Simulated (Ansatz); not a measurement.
# AlBFH₃ (SMILES [BH2][AlH][F]): single points off equilibrium

A test off equilibrium: a structure displaced at random from a GFN2-xTB minimum is computed at several levels, and each is set against CCSD(T).

Program: Ansatz 0.2.0, Gaussian basis. Level of theory: single points in def2-TZVPP. These are calculated values, not measurements.

Cores are frozen in the correlated methods. B3LYP uses VWN-RPA correlation.

## Step 1: The starting structure

SMILES `[BH2][AlH][F]`, 6 atoms, charge 0, spin multiplicity 1.

Atoms are counted from 1 here; the program's logs count them from 0.

Bond lengths: B1–Al2 2.173 Å, B1–H4 1.320 Å, B1–H5 1.357 Å, Al2–F3 1.876 Å, Al2–H6 1.518 Å. Angles: Al2–B1–H4 123.6°, Al2–B1–H5 125.6°, H4–B1–H5 109.9°, B1–Al2–F3 117.9°, B1–Al2–H6 133.6°, F3–Al2–H6 108.4°.

Geometry (Å):

| atom | x (Å) | y (Å) | z (Å) |
| --- | --- | --- | --- |
| B1 | -0.80180 | 0.48450 | -0.60760 |
| Al2 | 0.79700 | -0.26980 | 0.65560 |
| F3 | 0.75760 | -2.08350 | 1.13460 |
| H4 | -1.74670 | -0.27940 | -1.12460 |
| H5 | -0.85430 | 1.72230 | -1.16080 |
| H6 | 2.05320 | 0.35360 | 1.23730 |

## Step 2: CCSD(T)/def2-TZVPP

The input, run/in.yaml:

```yaml
crystal:
  periodic: [false, false, false]
  atoms:
    - {symbol: B, position_ang: [-0.801800, 0.484500, -0.607600]}
    - {symbol: Al, position_ang: [0.797000, -0.269800, 0.655600]}
    - {symbol: F, position_ang: [0.757600, -2.083500, 1.134600]}
    - {symbol: H, position_ang: [-1.746700, -0.279400, -1.124600]}
    - {symbol: H, position_ang: [-0.854300, 1.722300, -1.160800]}
    - {symbol: H, position_ang: [2.053200, 0.353600, 1.237300]}
basis:
  gaussian: {orbitals: def2-TZVPP}
correlation: {method: ccsd_t}
output: {forces: true}
```

The command line of these runs was not kept.

## Step 3: PBE0-D4/def2-TZVPP

run/in.yaml: that of step 2 with these lines changed.

```diff
@@ -11,3 +11,3 @@
   gaussian: {orbitals: def2-TZVPP}
-correlation: {method: ccsd_t}
-output: {forces: true}
+hamiltonian: {xc: pbe0, dispersion: d4}
+output: {forces: true, orbitals: {seedname: orbitals}}
```

## Step 4: wB97M-V/def2-TZVPP

run/in.yaml: that of step 3 with these lines changed.

```diff
@@ -11,3 +11,3 @@
   gaussian: {orbitals: def2-TZVPP}
-hamiltonian: {xc: pbe0, dispersion: d4}
-output: {forces: true, orbitals: {seedname: orbitals}}
+hamiltonian: {xc: {name: wB97M-V}}
+output: {forces: true}
```

## Step 5: r2SCAN-D4/def2-TZVPP

run/in.yaml: that of step 4 with these lines changed.

```diff
@@ -11,3 +11,3 @@
   gaussian: {orbitals: def2-TZVPP}
-hamiltonian: {xc: {name: wB97M-V}}
+hamiltonian: {xc: r2scan, dispersion: d4}
 output: {forces: true}
```

## Step 6: PBE-D4/def2-TZVPP

run/in.yaml: that of step 5 with these lines changed.

```diff
@@ -11,3 +11,3 @@
   gaussian: {orbitals: def2-TZVPP}
-hamiltonian: {xc: r2scan, dispersion: d4}
+hamiltonian: {xc: pbe, dispersion: d4}
 output: {forces: true}
```

## Step 7: B3LYP-D4/def2-TZVPP

run/in.yaml: that of step 6 with these lines changed.

```diff
@@ -11,3 +11,3 @@
   gaussian: {orbitals: def2-TZVPP}
-hamiltonian: {xc: pbe, dispersion: d4}
+hamiltonian: {xc: {name: B3LYP}, dispersion: d4}
 output: {forces: true}
```

## Step 8: CAM-B3LYP-D4/def2-TZVPP

run/in.yaml: that of step 7 with these lines changed.

```diff
@@ -11,3 +11,3 @@
   gaussian: {orbitals: def2-TZVPP}
-hamiltonian: {xc: {name: B3LYP}, dispersion: d4}
+hamiltonian: {xc: {name: CAM-B3LYP}, dispersion: d4}
 output: {forces: true}
```

(Steps that only read results are left out.)

**Question.** What will these runs give? Wanted: energy less free atoms, CCSD(T)/def2-TZVPP; RMS force component; RMS force error; HOMO and LUMO, PBE0-D4; T1 diagnostic.

As calculated:

| quantity | value |
| --- | --- |
| energy less free atoms, CCSD(T)/def2-TZVPP | -1735.7 kJ/mol |
| RMS force component | 1.439 to 1.606 eV/Å over the methods |
| RMS force error | PBE0-D4 0.046, wB97M-V 0.081, r2SCAN-D4 0.048, PBE-D4 0.195, B3LYP-D4 0.078, CAM-B3LYP-D4 0.050 eV/Å |
| HOMO and LUMO, PBE0-D4 | -8.30 and -3.47 eV |
| T1 diagnostic | 0.014 |

In words: Against CCSD(T) the functionals' energies less atoms differ by -53.2 to -17.9 kJ/mol, PBE-D4 by -51.2 kJ/mol. CCSD(T) in triple zeta still lacks some correlation energy of the bonds, so part of these gaps is its own basis error and they don't rank the functionals. The forces of PBE0-D4 come nearest to CCSD(T), those of PBE-D4 are farthest. Frozen-core CCSD(T) forces in triple zeta carry basis errors of their own, and this is one geometry, so small gaps rank nothing.
